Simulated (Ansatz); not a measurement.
fluorine (F₂), SMILES FF.

Geometry optimised at B3LYP-D3(BJ)/def2-TZVPD.

Two levels are set side by side: PBE/def2-TZVPD (Ansatz, a first-principles code) and PBE0/def2-TZVPD (Ansatz). Energy differences of separate SCF runs at the same geometry; the states with an electron removed or added have multiplicity 2 and 2. Differences are taken from unrounded values.

```csv
quantity,PBE0
vertical ionisation energy (eV),15.79
vertical electron affinity (eV),0.42
vertical singlet–triplet gap (eV),3.15
```

Q: What does PBE give, and how far is it from PBE0? (An estimate is asked for; the answer gives what the named calculation found.)

A: 
| quantity | PBE | PBE minus PBE0 |
|---|---|---|
| vertical ionisation energy (eV) | 15.30 | -0.49 |
| vertical electron affinity (eV) | 0.47 | 0.04 |
| vertical singlet–triplet gap (eV) | 3.11 | -0.03 |
